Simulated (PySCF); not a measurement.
**CCl₄: calculation against measurement**

Isolated CCl₄, optimised in PySCF with density fitting and no spin–orbit coupling; def2 sets carry scalar-relativistic core potentials from Rb on. It is a singlet of Td symmetry: PBE/def2-SVP C–Cl 1.789 Å (×4).

Counting electrons, carbon keeps none of its valence electrons outside its bonds, so the VSEPR class is AX4 and the expected shape is tetrahedral (Td), as computed.

Task: The measured mean polarisability is 10.002 Å³ (NIST CCCBDB Release 22 (SRD 101), experimental polarizabilities). What do the calculations give?

Result: PBE/def2-SVP 7.20 Å³. Basis sets without diffuse functions underestimate polarisabilities.
